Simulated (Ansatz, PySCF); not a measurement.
System: vinyl fluoride, C2H3F, net charge 0, singlet state. SMILES: C=CF
Structure (B3LYP-D3(BJ)/def2-TZVP (Ansatz, a quantum-chemistry and plane-wave program) minimum search):
```
C
C 1 1.3174
F 1 1.3475 2 122.16
H 2 1.0798 1 119.40 3 180.00
H 2 1.0810 4 119.01 1 180.00
H 1 1.0823 2 126.09 4 0.00
```
Charge 0, spin multiplicity 1.

Wanted: atomisation energy (electronic, to ground-state atoms), in eV. Correlated levels leave the core frozen unless marked. UHF or UKS for open shells. No spin-orbit coupling. Non-relativistic. The coupled-cluster limit lacks core correlation, which all-electron functionals hold. Basis-set limits of correlation are two-point, X^-3; Hartree-Fock from the larger set. The bracket is a focal-point correction in the basis named.

```json
[
 {"level": "BP86-D4/def2-TZVPD", "program": "PySCF + dftd4", "atomisation energy (eV)": "25.76"}
]
```

Task: What does RI-MP2/CBS(aug-cc-pVTZ,aug-cc-pVQZ)+[CCSD(T)-MP2]/aug-cc-pVTZ (Ansatz) give?

Result: 24.84 eV, so BP86-D4/def2-TZVPD differs from it by 0.92 eV.
